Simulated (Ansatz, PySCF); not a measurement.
Species: hydrogen isocyanide, CHN, net charge 0, singlet state. SMILES: [C-]#[NH+]
Structure (B3LYP-D3(BJ)/def2-TZVP (Ansatz, a program for electronic structure) minimum search):
```
N
C 1 1.1640
H 1 0.9974 2 180.00
```
Charge 0, spin multiplicity 1.

Quantity: atomisation energy (electronic, to ground-state atoms), in kcal/mol. Correlated levels leave the core frozen unless marked. UHF or UKS for open shells. No spin-orbit coupling. Non-relativistic unless marked X2C. The coupled-cluster limit lacks core correlation, which all-electron functionals hold. CBS(X,Y): correlation extrapolated as X^-3; Hartree-Fock from the larger set (for Q and 5 zeta extrapolated as (X+1)exp(-9√X)). The bracket is a focal-point correction in the basis named.

| level | program | atomisation energy (kcal/mol) |
|---|---|---|
| HF/def2-SVPD | Ansatz | 192.2 |
| BLYP-D3(BJ)/def2-TZVPD | Ansatz + dftd3 | 306.0 |
| TPSS/def2-TZVPD | PySCF | 297.9 |
| PBE0-D4/def2-TZVPD | Ansatz + dftd4 | 297.3 |
| r2SCANh/def2-TZVPD | Ansatz | 289.0 |
| wB97X-V/def2-TZVPD | Ansatz | 298.2 |
| B2PLYP-D3(BJ)/def2-TZVPD | Ansatz + dftd3 | 297.0 |
| MP2/CBS(def2-TZVPP,def2-QZVPP) | Ansatz | 305.7 |
| SCS-MP2/cc-pVDZ | Ansatz | 272.7 |
| CCSD/STO-3G | Ansatz | 236.9 |
| CCSD/6-31G* | Ansatz | 260.2 |
| CCSD(T)/aug-cc-pVDZ | Ansatz | 269.0 |
| X2C-CCSD(T)/cc-pVTZ-DK | Ansatz | 285.8 |
| RI-MP2/CBS(def2-TZVPP,def2-QZVPP)+[CCSD(T)-MP2]/def2-SVP | Ansatz | 298.9 |
| CCSD(T)/CBS(cc-pVQZ,cc-pV5Z) | Ansatz | 296.5 |
